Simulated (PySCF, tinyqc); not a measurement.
Worked calculation: CISD on RHF in the sto-3g basis, frozen core, for OH-, spin multiplicity 1. The basis has no diffuse functions, so it cannot describe the extra electron: this is an exercise in the method, not the real anion. The lowest restricted solution is unstable here: a spin-polarised one lies 0.0120 hartree lower (PySCF). One step of it, computed by the program tinyqc.

Question. Integrals over molecular orbitals. (pq|rs) = sum C_ip C_jq C_kr C_ls (ij|kl), one index at a time.

coefficients C:
```
,MO1,MO2,MO3,MO4,MO5,MO6
1O 1s,0.994817,-0.261077,0.000000,0.000000,0.036158,-0.029158
1O 2s,0.021099,1.014930,0.000000,0.000000,-0.179976,0.137054
1O 2px,0.000000,0.000000,0.893337,0.449388,0.000000,0.000000
1O 2py,0.000000,0.000000,-0.449388,0.893337,0.000000,0.000000
1O 2pz,0.000568,-0.029412,0.000000,0.000000,0.412989,0.922342
2H 1s,-0.001713,0.075825,0.000000,0.000000,0.859233,-0.547094
```

core Hamiltonian H = T + V (hartree), lower triangle:
```
,1O 1s,1O 2s,1O 2px,1O 2py,1O 2pz,2H 1s
1O 1s,-31.928749
1O 2s,-7.425296,-8.557272
1O 2px,0.000000,0.000000,-6.755064
1O 2py,0.000000,0.000000,0.000000,-6.755064
1O 2pz,-0.004992,-0.062982,0.000000,0.000000,-6.782445
2H 1s,-0.322386,-0.893385,0.000000,0.000000,-0.759524,-2.970138
```

Two-electron integrals (ij|kl) in chemists' order, unique and non-zero (hartree):
```
i,j,k,l,(ij|kl)
1,1,1,1,4.785065
2,1,1,1,0.741380
2,1,2,1,0.136873
2,2,1,1,1.118947
2,2,2,1,0.256633
2,2,2,2,0.817206
3,1,3,1,0.024477
3,2,3,1,0.037809
3,2,3,2,0.180518
3,3,1,1,1.115814
3,3,2,1,0.256684
3,3,2,2,0.817023
3,3,3,3,0.880159
4,1,4,1,0.024477
4,2,4,1,0.037809
4,2,4,2,0.180518
4,3,4,3,0.047444
4,4,1,1,1.115814
4,4,2,1,0.256684
4,4,2,2,0.817023
4,4,3,3,0.785270
4,4,4,4,0.880159
5,1,5,1,0.024477
5,2,5,1,0.037809
5,2,5,2,0.180518
5,3,5,3,0.047444
5,4,5,4,0.047444
5,5,1,1,1.115814
5,5,2,1,0.256684
5,5,2,2,0.817023
5,5,3,3,0.785270
5,5,4,4,0.785270
5,5,5,5,0.880159
6,1,1,1,0.032266
6,1,2,1,0.005912
6,1,2,2,0.011032
6,1,3,3,0.011017
6,1,4,4,0.011017
6,1,5,1,0.000249
6,1,5,2,0.000474
6,1,5,5,0.011065
6,1,6,1,0.000258
6,2,1,1,0.099921
6,2,2,1,0.023300
6,2,2,2,0.085223
6,2,3,3,0.083766
6,2,4,4,0.083766
6,2,5,1,0.001698
6,2,5,2,0.014563
6,2,5,5,0.088051
6,2,6,1,0.001025
6,2,6,2,0.012456
6,3,3,1,0.002154
6,3,3,2,0.013558
6,3,5,3,0.002856
6,3,6,3,0.001574
6,4,4,1,0.002154
6,4,4,2,0.013558
6,4,5,4,0.002856
6,4,6,4,0.001574
6,5,1,1,0.083657
6,5,2,1,0.019726
6,5,2,2,0.077169
6,5,3,3,0.074097
6,5,4,4,0.074097
6,5,5,1,0.003285
6,5,5,2,0.024931
6,5,5,5,0.083225
6,5,6,1,0.000893
6,5,6,2,0.013745
6,5,6,5,0.016567
6,6,1,1,0.312918
6,6,2,1,0.074053
6,6,2,2,0.311619
6,6,3,3,0.303461
6,6,4,4,0.303461
6,6,5,1,0.004905
6,6,5,2,0.060470
6,6,5,5,0.327794
6,6,6,1,0.003256
6,6,6,2,0.065266
6,6,6,5,0.083489
6,6,6,6,0.774606
```

Give: one-electron integrals over orbitals h = C^T H C; Two-electron integrals over orbitals.

Answer.

one-electron integrals over orbitals h = C^T H C (hartree), lower triangle:
```
,1,2,3,4,5,6
1,-31.913
2,0.629,-7.197
3,0.000,0.000,-6.755
4,0.000,0.000,0.000,-6.755
5,-0.084,0.406,0.000,0.000,-3.845
6,0.069,-0.322,0.000,0.000,-1.621,-5.913
```

Two-electron integrals over orbitals (pq|rs), unique and non-zero (hartree); the lowest 1 orbital is frozen and left out:
```
p,q,r,s,(pq|rs)
2,2,2,2,0.781
3,2,3,2,0.170
3,3,2,2,0.796
3,3,3,3,0.880
4,2,4,2,0.170
4,3,4,3,0.047
4,4,2,2,0.796
4,4,3,3,0.785
4,4,4,4,0.880
5,2,2,2,-0.058
5,2,3,3,-0.058
5,2,4,4,-0.058
5,2,5,2,0.056
5,3,3,2,-0.019
5,3,5,3,0.013
5,4,4,2,-0.019
5,4,5,4,0.013
5,5,2,2,0.421
5,5,3,3,0.410
5,5,4,4,0.410
5,5,5,2,0.038
5,5,5,5,0.615
6,2,2,2,0.024
6,2,3,3,0.034
6,2,4,4,0.034
6,2,5,2,0.069
6,2,5,5,0.015
6,2,6,2,0.131
6,3,3,2,0.015
6,3,5,3,0.018
6,3,6,3,0.039
6,4,4,2,0.015
6,4,5,4,0.018
6,4,6,4,0.039
6,5,2,2,0.199
6,5,3,3,0.197
6,5,4,4,0.197
6,5,5,2,-0.055
6,5,5,5,-0.095
6,5,6,2,-3.73e-03
6,5,6,5,0.178
6,6,2,2,0.695
6,6,3,3,0.686
6,6,4,4,0.686
6,6,5,2,-0.017
6,6,5,5,0.504
6,6,6,2,0.047
6,6,6,5,0.131
6,6,6,6,0.704
```
